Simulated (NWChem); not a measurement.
# fluorine (F2); SMILES FF

All runs: NWChem. The geometry was optimised at PBE0/def2-SVP. Level: PBE0/def2-SVP with SMD, gas-phase geometry; reactions with the solvents are ignored.

```csv
SMD term (kcal/mol),water,n-hexane
distortion of the solute's density,0.00,0.00
polarisation,-0.12,-0.06
"cavity, dispersion and structure",2.30,0.54
```

Task: Sum the solvation free energies, find the transfer free energy from water to n-hexane and the partition coefficient at 298.15 K.

Result: 
1. ΔG(solv, water) = 2.18 kcal/mol and ΔG(solv, n-hexane) = 0.48 kcal/mol (1 M gas to 1 M solution).
2. Transfer: 0.48 − (2.18) = -1.70 kcal/mol.
3. log₁₀ K(n-hexane/water) = −ΔG/(RT ln 10) = 1.70/1.364 = 1.2, so the model puts more of the solute in n-hexane.
4. Of the transfer energy, 0.06 kcal/mol is electrostatic and -1.76 comes from the non-electrostatic term. The two phases are taken as the pure solvents.
